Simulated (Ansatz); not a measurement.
**PH3 (phosphine): the energy, rung by rung**

The species is PH3 (4 atoms), meant as a singlet with charge 0. SMILES: `P`. Geometry: relaxed at PBE0-D4/def2-TZVP. The run starts from this shape.

Quantity: the adiabatic ionisation energy (to the doublet cation, no zero-point term), in eV. The values are calculated.

| level | kind | program | value (eV) | CPU time (all runs) |
| --- | --- | --- | --- | --- |
| HF/STO-3G | Hartree–Fock | Ansatz | 6.55 | 0.88 s |
| HF/3-21G | Hartree–Fock | Ansatz | 8.71 | 1.1 s |
| HF/6-31G* (Cartesian functions) | Hartree–Fock | Ansatz | 8.61 | 1.9 s |
| SVWN5/def2-TZVP | LDA | Ansatz | 9.97 | 5.1 s |
| PBE/def2-SVP | GGA | Ansatz | 9.71 | 6.3 s |
| B3LYP/6-31G* (Cartesian functions) | global hybrid | Ansatz | 9.79 | 5.9 s |
| wB97X-V/def2-TZVP | range-separated hybrid | Ansatz | 9.78 | 30 s |
| wB97M-V/def2-TZVPD | range-separated hybrid | Ansatz | 9.85 | 41 s |
| MP2/6-31G* (Cartesian functions) | perturbation theory | Ansatz | 9.20 | 2.2 s |
| MP2/aug-cc-pVDZ | perturbation theory | Ansatz | 9.53 | 7.4 s |

The values span 6.55 to 9.97 eV. Without the sets that lack polarisation functions the rows with a basis span only 8.61 to 9.97 eV. Times are those of the runs behind each value, whatever else they computed, on shared processors of several kinds: orders of magnitude only.
